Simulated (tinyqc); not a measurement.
Worked calculation: UHF in the sto-3g basis, for OH+, spin multiplicity 3. Computed by tinyqc, a small Python program that keeps every step (integrals from PySCF). Settings: charge = 1, multiplicity = 3, basis = sto-3g, energy threshold = 1e-10, iteration cap = 53, orthogonalisation = symmetric, start = core, DIIS depth = 6, damping = 0.7, method = UHF. Command: `OMP_NUM_THREADS=1 python tinyqc.py 22324 22325 out.jsonl` (the two numbers bound the seeds that draw the settings). One thread of a shared host (Intel(R) Xeon(R) Processor @ 2.60GHz), about 0.3 s of CPU time with the checks.

Geometry (angstrom):

| atom | x | y | z |
|---|---|---|---|
| O | 0.000000 | 0.000000 | 0.000000 |
| H | 0.000000 | 0.000000 | 1.917000 |

Stop when the energy changes by less than 1e-10 hartree and every element of the error matrix X^T (F D S - S D F) X (for each spin) is below 3e-06.

Course of the cycle:

| iteration | E (hartree) | change | largest element of the error matrix |
|---|---|---|---|
| 1 | -73.79973916 | - | 7.49e-02 |
| 2 | -73.81700267 | -1.73e-02 | 7.64e-02 |
| 3 | -73.83313731 | -1.61e-02 | 6.54e-02 |
| 4 | -73.85072630 | -1.76e-02 | 5.78e-02 |
| 5 | -73.86593882 | -1.52e-02 | 5.26e-02 |
| 6 | -73.87532377 | -9.38e-03 | 4.40e-02 |
| 7 | -73.88770105 | -1.24e-02 | 3.95e-02 |
| 8 | -73.87305845 | 1.46e-02 | 1.83e-02 |
| 9 | -73.82659290 | 4.65e-02 | 3.44e-02 |
| 10 | -73.75816885 | 6.84e-02 | 5.52e-02 |
| 11 | -73.79971875 | -4.15e-02 | 3.43e-02 |
| 12 | -73.83041506 | -3.07e-02 | 2.60e-02 |
| 13 | -73.85011836 | -1.97e-02 | 2.34e-02 |
| 14 | -73.86420647 | -1.41e-02 | 1.87e-02 |
| ... | ... | ... | ... |
| 40 | -73.85079820 | 2.21e-02 | 3.33e-02 |
| 41 | -73.86241253 | -1.16e-02 | 2.59e-02 |
| 42 | -73.85124968 | 1.12e-02 | 4.17e-02 |
| 43 | -73.82970142 | 2.15e-02 | 4.14e-02 |
| 44 | -73.82922554 | 4.76e-04 | 4.08e-02 |
| 45 | -73.84463695 | -1.54e-02 | 3.69e-02 |
| 46 | -73.85724483 | -1.26e-02 | 2.96e-02 |
| 47 | -73.86440291 | -7.16e-03 | 2.40e-02 |
| 48 | -73.86711824 | -2.72e-03 | 2.29e-02 |
| 49 | -73.87082003 | -3.70e-03 | 1.85e-02 |
| 50 | -73.87440230 | -3.58e-03 | 1.58e-02 |
| 51 | -73.87871377 | -4.31e-03 | 1.33e-02 |
| 52 | -73.88170099 | -2.99e-03 | 1.15e-02 |
| 53 | -73.88340559 | -1.70e-03 | 1.10e-02 |

Can the last value be used, and what does the course show?

Not by the stop rule. Not converged within the cap of 53 iterations: the residual falls steadily but slowly, by a factor of about 0.89 a step. Reruns (cap 100 unless said): DIIS 8: converged in 18; damping 0.5: converged in 66; level shift 0.5: converged in 70; atomic densities as start, DIIS 8: converged in 20; the original settings with a cap of 400: not converged. PySCF UHF in the same basis, after a stability check = -73.94045813 hartree.
